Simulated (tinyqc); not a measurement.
Worked calculation: UHF in the sto-3g basis, for OH+, spin multiplicity 3. One step of it, computed by the program tinyqc.

Task: Iteration 3: building the Fock matrix. J_ij = sum D_kl (ij|kl) with D = D(alpha) + D(beta), K_ij = sum D_kl (ik|jl) for each spin; F = H + J - K(s); E = tr D H + tr D J / 2 - 0.5 sum_s tr D(s) K(s) + E_nn.

D(alpha) after iteration 2, lower triangle:
```
            1O 1s      1O 2s     1O 2px     1O 2py    1O 2pz     2H 1s
1O 1s    1.059109
1O 2s   -0.249926   1.057997
1O 2px   0.000008  -0.000047   1.000000
1O 2py  -0.002442   0.013464   0.000018   0.994943
1O 2pz   0.009593  -0.049779  -0.000108   0.031286  0.839024
2H 1s   -0.002531  -0.003855   0.000245  -0.070549  0.250176  0.081166
```

D(beta) after iteration 2, lower triangle:
```
            1O 1s      1O 2s     1O 2px     1O 2py    1O 2pz     2H 1s
1O 1s    1.058286
1O 2s   -0.246104   1.040500
1O 2px   0.014548  -0.068268   0.454877
1O 2py   0.001848  -0.007050  -0.012609   0.000427
1O 2pz   0.004007  -0.023289   0.432873  -0.012361  0.413619
2H 1s   -0.011980   0.034893   0.181146  -0.005561  0.174894  0.075888
```

core Hamiltonian H = T + V (hartree), lower triangle:
```
             1O 1s      1O 2s     1O 2px     1O 2py     1O 2pz      2H 1s
1O 1s   -31.950814
1O 2s    -7.430519  -8.579311
1O 2px    0.000000   0.000000  -6.775059
1O 2py    0.000000   0.000000   0.000000  -6.775059
1O 2pz   -0.005719  -0.072105   0.000000   0.000000  -6.808517
2H 1s    -0.411540  -1.115805   0.000000   0.000000  -0.929156  -3.143290
```

Two-electron integrals (ij|kl) in chemists' order, unique and non-zero (hartree):
```
(11|11) 4.785065   (21|11) 0.741380   (21|21) 0.136873   (22|11) 1.118947
(22|21) 0.256633   (22|22) 0.817206   (31|31) 0.024477   (32|31) 0.037809
(32|32) 0.180518   (33|11) 1.115814   (33|21) 0.256684   (33|22) 0.817023
(33|33) 0.880159   (41|41) 0.024477   (42|41) 0.037809   (42|42) 0.180518
(43|43) 0.047444   (44|11) 1.115814   (44|21) 0.256684   (44|22) 0.817023
(44|33) 0.785270   (44|44) 0.880159   (51|51) 0.024477   (52|51) 0.037809
(52|52) 0.180518   (53|53) 0.047444   (54|54) 0.047444   (55|11) 1.115814
(55|21) 0.256684   (55|22) 0.817023   (55|33) 0.785270   (55|44) 0.785270
(55|55) 0.880159   (61|11) 0.041145   (61|21) 0.007539   (61|22) 0.014072
(61|33) 0.014051   (61|44) 0.014051   (61|51) 0.000315   (61|52) 0.000600
(61|55) 0.014116   (61|61) 0.000420   (62|11) 0.125141   (62|21) 0.029173
(62|22) 0.106383   (62|33) 0.104530   (62|44) 0.104530   (62|51) 0.002125
(62|52) 0.018099   (62|55) 0.109979   (62|61) 0.001638   (62|62) 0.019140
(63|31) 0.002723   (63|32) 0.017030   (63|53) 0.003540   (63|63) 0.002429
(64|41) 0.002723   (64|42) 0.017030   (64|54) 0.003540   (64|64) 0.002429
(65|11) 0.102773   (65|21) 0.024231   (65|22) 0.094530   (65|33) 0.090669
(65|44) 0.090669   (65|51) 0.004157   (65|52) 0.031260   (65|55) 0.102144
(65|61) 0.001401   (65|62) 0.020752   (65|65) 0.024699   (66|11) 0.334546
(66|21) 0.079162   (66|22) 0.332445   (66|33) 0.322880   (66|44) 0.322880
(66|51) 0.005571   (66|52) 0.067994   (66|55) 0.351373   (66|61) 0.004445
(66|62) 0.084859   (66|65) 0.106289   (66|66) 0.774606
```

nuclear repulsion = 2.68447539 hartree

Give: Coulomb J; exchange K(alpha); exchange K(beta); F(alpha); F(beta); total energy of this density.

Result:

Coulomb J (hartree), lower triangle:
```
          1O 1s    1O 2s   1O 2px  1O 2py  1O 2pz   2H 1s
1O 1s   16.0227
1O 2s    2.9576   6.9937
1O 2px  -0.0035  -0.0174   7.0022
1O 2py   0.0000  -0.0003  -0.0012  6.9586
1O 2pz  -0.0003   0.0130   0.0423  0.0013  6.9976
2H 1s    0.1632   0.8827   0.0017  0.0000  0.7765  2.7661
```

exchange K(alpha) (hartree), lower triangle:
```
         1O 1s    1O 2s   1O 2px   1O 2py  1O 2pz   2H 1s
1O 1s   4.9114
1O 2s   0.8503   1.4025
1O 2px  0.0000   0.0000   1.1670
1O 2py  0.0000   0.0041   0.0000   1.1628
1O 2pz  0.0006  -0.0103  -0.0001   0.0194  1.0840
2H 1s   0.0508   0.1921   0.0001  -0.0184  0.2071  0.1588
```

exchange K(beta) (hartree), lower triangle:
```
          1O 1s    1O 2s   1O 2px   1O 2py  1O 2pz   2H 1s
1O 1s    4.8624
1O 2s    0.7759   1.0402
1O 2px  -0.0005  -0.0418   0.6177
1O 2py  -0.0001  -0.0072  -0.0105   0.2393
1O 2pz   0.0006   0.0078   0.3775  -0.0108  0.6205
2H 1s    0.0444   0.1594   0.0917  -0.0038  0.1360  0.1317
```

F(alpha) (hartree), lower triangle:
```
           1O 1s    1O 2s   1O 2px   1O 2py   1O 2pz    2H 1s
1O 1s   -20.8395
1O 2s    -5.3232  -2.9881
1O 2px   -0.0035  -0.0174  -0.9399
1O 2py    0.0000  -0.0045  -0.0012  -0.9793
1O 2pz   -0.0067  -0.0488   0.0424  -0.0181  -0.8949
2H 1s    -0.2992  -0.4252   0.0016   0.0184  -0.3597  -0.5360
```

F(beta) (hartree), lower triangle:
```
           1O 1s    1O 2s   1O 2px   1O 2py   1O 2pz    2H 1s
1O 1s   -20.7905
1O 2s    -5.2488  -2.6258
1O 2px   -0.0030   0.0244  -0.3906
1O 2py    0.0001   0.0068   0.0093  -0.0557
1O 2pz   -0.0067  -0.0669  -0.3352   0.0121  -0.4314
2H 1s    -0.2927  -0.3926  -0.0900   0.0038  -0.2886  -0.5089
```

total energy of this density = -73.910560 hartree
